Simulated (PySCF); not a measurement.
**`C(/[CH+]CF)=C/Cl`, [C$_{4}$H$_{5}$ClF]+, charge +1**

Cartesian coordinates in Å; atom numbers follow the order of the lines, from 1:
```xyz
11

F    -1.526   -1.728    0.219
C    -1.690   -0.402    0.019
C    -0.436    0.334   -0.062
C     0.799   -0.260    0.054
C     2.014    0.410   -0.017
Cl    2.210    2.027   -0.253
H    -2.283   -0.268   -0.905
H    -2.323   -0.009    0.836
H    -0.523    1.403   -0.221
H     0.837   -1.333    0.214
H     2.928   -0.171    0.092
```

Total charge +1.

Method used: GIAO B97-2/aug-pcSseg-1 magnetisability, rotational g tensor and spin-rotation constants, non-relativistic, gas phase in PySCF. Geometry: GFN2-xTB.

For an ion the centre-of-mass motion in the field is neglected.

Q: Give the nuclear spin-rotation constants along the inertial axes (H = +C I·J) beside the isotropic shieldings.

A: Rotational constants 11.2626, 1.1044, 1.0121 GHz. A star marks the isotopologue with that one atom substituted, in its own axes.
```tsv
atom	isotope	Caa (kHz)	Cbb (kHz)	Ccc (kHz)	mean (kHz)	σ (ppm)
F1	19F	4.506	0.881	0.134	1.840	391.5
Cl6	35Cl	7.251	0.655	0.154	2.687	364.2
H7	1H	-0.914	-0.090	-0.010	-0.338	24.9
H8	1H	-0.914	-0.090	-0.010	-0.338	24.9
H9	1H	-0.433	0.069	-0.141	-0.168	21.3
H10	1H	-0.419	0.042	-0.134	-0.170	22.7
H11	1H	-1.015	0.093	-0.119	-0.347	21.7
C2	13C*	2.809	0.266	0.251	1.109	94.4
C3	13C*	6.178	0.695	0.140	2.338	-30.6
C4	13C*	4.631	0.487	0.116	1.745	46.4
C5	13C*	6.274	0.665	0.171	2.370	-35.7
```
For the geometry as given, no vibrational averaging.

Q: How do the rotational constants and the g tensor change when H7, H8, H9, H10, H11 are replaced by deuterium?

A: Constants 8.6904, 1.0636, 0.9588 GHz; g -0.0792, -0.0079, 0.0068, against -0.1006, -0.0084, 0.0071 before.
